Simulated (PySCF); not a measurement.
# Electric field gradients and quadrupole coupling constants

Species: 1,2-dimethylpropylamine, C5H13N.
Z-matrix (Å and degrees, GFN2-xTB geometry), rows numbered from 1:
```
C 
C   1  1.5280
C   2  1.5270  1  110.19
C   2  1.5510  1  112.96  3  -125.55
C   4  1.5258  2  113.62  1    55.64
N   4  1.4558  2  113.53  1   -68.34
H   1  1.0882  2  110.05  3   -62.08
H   1  1.0872  2  110.80  3    57.37
H   1  1.0890  2  111.26  3   178.40
H   2  1.0991  1  107.94  3   117.29
H   3  1.0879  2  110.73  1  -178.10
H   3  1.0881  2  110.18  1    62.05
H   3  1.0871  2  110.86  1   -57.56
H   4  1.0986  2  107.05  1   175.13
H   5  1.0857  4  110.96  2    57.45
H   5  1.0864  4  109.00  2   177.22
H   5  1.0869  4  110.75  2   -63.97
H   6  1.0145  4  110.23  2    66.99
H   6  1.0145  4  110.58  2   -52.15
```

Field gradients from the PBE0/pcSseg-1 density (PySCF, non-relativistic), principal values in atomic units, ordered |Vxx| ≤ |Vyy| ≤ |Vzz|:

```json
{"atom": "N6", "Vxx": "0.5179", "Vyy": "0.6216", "Vzz": "-1.1395"}
```

Task: Find the asymmetry η = (Vxx − Vyy)/Vzz and the couplings χ = eQV/h (234.96 MHz × Q in barn × V in au), with Q(14N) = 0.02044 b.

Result: 
```json
{"atom": "N6", "environment": "primary amine nitrogen", "nucleus": "14N", "η": "0.09", "χzz (MHz)": "-5.47", "χxx (MHz)": "2.49", "χyy (MHz)": "2.99"}
```

The tensor is traceless: Vxx + Vyy + Vzz = 0.

Task: What is Vzz at N6 in SI units (1 au = 9.71736 × 10²¹ V/m²)?

Result: -1.1395 au = -11.073 × 10²¹ V/m².

Task: What couplings would deuterons (Q(2H) = 0.00286 b) have in place of the hydrogens, at this geometry?

Result: 
| atom | bonded to | bond length (Å) | Vzz (au) | η | χzz (kHz) |
| --- | --- | --- | --- | --- | --- |
| H7 | C1 | 1.088 | 0.3156 | 0.01 | 212 |
| H8 | C1 | 1.087 | 0.3157 | 0.01 | 212 |
| H9 | C1 | 1.089 | 0.3156 | 0.01 | 212 |
| H10 | C2 | 1.099 | 0.2904 | 0.01 | 195 |
| H11 | C3 | 1.088 | 0.3156 | 0.02 | 212 |
| H12 | C3 | 1.088 | 0.3154 | 0.01 | 212 |
| H13 | C3 | 1.087 | 0.3165 | 0.02 | 213 |
| H14 | C4 | 1.099 | 0.2873 | 0.03 | 193 |
| H15 | C5 | 1.086 | 0.3198 | 0.02 | 215 |
| H16 | C5 | 1.086 | 0.3170 | 0.01 | 213 |
| H17 | C5 | 1.087 | 0.3167 | 0.02 | 213 |
| H18 | N6 | 1.015 | 0.4001 | 0.17 | 269 |
| H19 | N6 | 1.014 | 0.4006 | 0.17 | 269 |

Isolated species at its GFN2-xTB geometry (one conformer only). GFN2-xTB bond lengths can be off by several hundredths of an ångström, more for odd bonds, and the gradients follow them. These gradients aren't converged with respect to the basis.

The run behind these numbers computed NMR shieldings as well. On one thread, Arm Neoverse N1 (aarch64), on a shared host, this took 44 s (grids of density and orbitals included) and 0.76 GiB of memory at its peak.
